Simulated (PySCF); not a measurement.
# Basis and Hamiltonian dependence of the ionisation energy of Cl

Cl [Ne] 3s2 3p5 (2P) → Cl⁺ [Ne] 3s2 3p4 (3P). Calculated with PySCF 2.14 from differences of total energies of unrestricted determinants, without spin-orbit coupling. Values in eV.

```json
{"basis": "Sapporo-DZP-2012", "Hamiltonian": "spin-free X2C", "functions": "27", "UHF": "11.762", "LDA": "n/a", "PBE0": "12.940", "MP2 (valence)": "12.485", "CCSD(T) (valence)": "12.414", "CCSD(T) (valence and next inner shell)": "n/a"}
{"basis": "cc-pVTZ-DK", "Hamiltonian": "spin-free X2C", "functions": "34", "UHF": "11.756", "LDA": "13.185", "PBE0": "12.938", "MP2 (valence)": "12.694", "CCSD(T) (valence)": "12.694", "CCSD(T) (valence and next inner shell)": "n/a"}
{"basis": "aug-cc-pwCVDZ", "Hamiltonian": "non-relativistic", "functions": "36", "UHF": "11.821", "LDA": "13.243", "PBE0": "12.999", "MP2 (valence)": "12.614", "CCSD(T) (valence)": "12.571", "CCSD(T) (valence and next inner shell)": "12.573"}
{"basis": "def2-TZVP", "Hamiltonian": "non-relativistic", "functions": "37", "UHF": "11.773", "LDA": "n/a", "PBE0": "12.954", "MP2 (valence)": "12.711", "CCSD(T) (valence)": "12.708", "CCSD(T) (valence and next inner shell)": "n/a"}
{"basis": "cc-pV(T+d)Z", "Hamiltonian": "non-relativistic", "functions": "39", "UHF": "11.773", "LDA": "n/a", "PBE0": "12.955", "MP2 (valence)": "12.714", "CCSD(T) (valence)": "12.712", "CCSD(T) (valence and next inner shell)": "n/a"}
{"basis": "dyall-av2z", "Hamiltonian": "non-relativistic", "functions": "50", "UHF": "11.823", "LDA": "13.250", "PBE0": "12.995", "MP2 (valence)": "12.615", "CCSD(T) (valence)": "12.579", "CCSD(T) (valence and next inner shell)": "n/a"}
{"basis": "aug-cc-pVTZ-DK", "Hamiltonian": "spin-free X2C", "functions": "50", "UHF": "11.758", "LDA": "13.191", "PBE0": "12.946", "MP2 (valence)": "12.750", "CCSD(T) (valence)": "n/a", "CCSD(T) (valence and next inner shell)": "n/a"}
{"basis": "def2-TZVPPD", "Hamiltonian": "non-relativistic", "functions": "51", "UHF": "11.771", "LDA": "13.208", "PBE0": "12.962", "MP2 (valence)": "12.731", "CCSD(T) (valence)": "12.734", "CCSD(T) (valence and next inner shell)": "12.741"}
{"basis": "aug-cc-pCVTZ-DK", "Hamiltonian": "spin-free X2C", "functions": "75", "UHF": "11.752", "LDA": "13.191", "PBE0": "12.944", "MP2 (valence)": "12.753", "CCSD(T) (valence)": "12.762", "CCSD(T) (valence and next inner shell)": "12.774"}
{"basis": "dyall-av3z", "Hamiltonian": "spin-free X2C", "functions": "84", "UHF": "11.747", "LDA": "13.186", "PBE0": "12.938", "MP2 (valence)": "12.745", "CCSD(T) (valence)": "12.756", "CCSD(T) (valence and next inner shell)": "n/a"}
{"basis": "aug-cc-pVQZ-DK", "Hamiltonian": "spin-free X2C", "functions": "84", "UHF": "11.748", "LDA": "13.187", "PBE0": "12.939", "MP2 (valence)": "12.850", "CCSD(T) (valence)": "12.876", "CCSD(T) (valence and next inner shell)": "n/a"}
{"basis": "dyall-acv3z", "Hamiltonian": "non-relativistic", "functions": "113", "UHF": "11.764", "LDA": "13.201", "PBE0": "12.954", "MP2 (valence)": "12.770", "CCSD(T) (valence)": "12.778", "CCSD(T) (valence and next inner shell)": "n/a"}
{"basis": "aug-cc-pwCVQZ", "Hamiltonian": "non-relativistic", "functions": "134", "UHF": "11.763", "LDA": "13.201", "PBE0": "12.953", "MP2 (valence)": "12.874", "CCSD(T) (valence)": "n/a", "CCSD(T) (valence and next inner shell)": "n/a"}
```

**Question.** Estimate the row for ANO-RCC-VTZP (spin-free X2C, 34 functions).

**Answer.** From the rows with the same Hamiltonian and similar size; the calculation gives UHF 11.75; LDA 13.18; PBE0 12.94; MP2 (valence) 12.71; CCSD(T) (valence) 12.72; CCSD(T) (valence and next inner shell) 12.72 (eV).

Extrapolation of MP2 (valence) from aug-cc-pVTZ-DK and aug-cc-pVQZ-DK: the correlation parts are 0.993 and 1.101 eV; with the X⁻³ form and unrounded values, (4³ × 1.101 − 3³ × 0.993)/(4³ − 3³) = 1.181 eV, and adding the Hartree-Fock value 11.748 eV of the larger basis gives 12.929 eV.

Frozen in the all-electron rows: valence: [Ne]; valence and next inner shell: 1s2.

Reference for a calculation without spin-orbit coupling: 12.974 eV (measured, between term centres; NIST).
